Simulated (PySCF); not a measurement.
Compound: C4H5N2 (doublet state).
Numbering: `[H]/[N:1]=[C:2]/[CH2:3][C@H:4]1[CH:5]=[N:6]1` (hydrogens: H7 on N1; H8, H9 on C3; H10 on C4; H11 on C5)

Cartesian coordinates in Å at the GFN2-xTB level; atoms count from 1:
```xyz
11
C4H5N2 angstrom
N     -1.8948    0.3559   -0.7623
C     -1.6126   -0.1570    0.3281
C     -0.3072   -0.5996    0.8385
C      0.8478   -0.3221   -0.1109
C      1.6234    0.8974   -0.0174
N      2.2201   -0.0978    0.4574
H     -2.8528    0.6035   -0.9801
H     -0.3777   -1.6739    1.0357
H     -0.1258   -0.1071    1.7985
H      0.7870   -0.8389   -1.0622
H      1.6981    1.9424   -0.1965
```

The hyperfine couplings belong to this conformer and change with its torsions.

Computed with PySCF, UKS B3LYP, pcH-1 on C H N, non-relativistic, mean-field spin-orbit, GIAO. Geometry: GFN2-xTB, one conformer, isolated molecule. A GFN2-xTB geometry isn't a minimum of the functional, and hyperfine couplings can be far from their values at a DFT geometry. Stability of the SCF solution: not tested.

(1) Give the principal g shifts and their parts.

(2) What are the electron Larmor frequencies g μB B/h along the three axes at 350 mT?

(3) What effective moment and Curie constant follow for a powder?

(4) How much does each term add to the isotropic shift?

(5) In a frozen sample, at which fields do the three g values resonate at 9.5, 34, 94 and 263 GHz (hyperfine left aside), and which band first spreads them over more than twice a line width of 0.5 mT?

## Answers

(1) 
```json
{"Δg (ppm)": "relativistic mass correction", "1": "-182", "2": "-182", "3": "-182"}
{"Δg (ppm)": "gauge correction", "1": "34", "2": "12", "3": "-47"}
{"Δg (ppm)": "orbital Zeeman/spin–orbit", "1": "-3293", "2": "-47", "3": "1088"}
{"Δg (ppm)": "total", "1": "-3442", "2": "-217", "3": "859"}
```

So g = 1.99888, 2.00210, 2.00318 and g_iso = 2.00139; the tensor is rhombic: the two nearest values differ by 25 % of g3 − g1. 

(2) 9.7919, 9.8077, 9.8129 GHz for g1, g2 and g3, a range of 21.1 MHz.

(3) With the mean of g² = 4.0055 and S(S+1) = 0.75: μ_eff = √(⟨g²⟩S(S+1)) = 1.733 μB and χT = 0.12505·⟨g²⟩·S(S+1) = 0.376 cm³ K/mol (cgs; spin-Hamiltonian part alone).

(4) The orbital-Zeeman/spin–orbit term -751, the mass correction -182 and the gauge correction 0 ppm, for a total of -933 ppm. The orbital-Zeeman/spin–orbit term is the largest in size. The mass correction is the same along every axis, so the anisotropy comes from the other two: their spans along these axes are 81 (gauge) and 4382 ppm (orbital Zeeman/spin–orbit).

(5) 
| band | GHz | B(g3) mT | B(g2) mT | B(g1) mT | spread mT |
| --- | --- | --- | --- | --- | --- |
| X | 9.5 | 338.84 | 339.02 | 339.57 | 0.73 |
| Q | 34.0 | 1212.68 | 1213.34 | 1215.29 | 2.61 |
| W | 94.0 | 3352.72 | 3354.52 | 3359.93 | 7.21 |
| J | 263.0 | 9380.47 | 9385.51 | 9400.65 | 20.18 |

The spread grows in proportion to the frequency. Q band is the first where it exceeds 1.0 mT.

Largest spin populations (Mulliken): C2 (+0.73) and N1 (+0.16).

The HOMO–LUMO gaps are 4.36 eV among the α and 5.72 eV among the β orbitals.
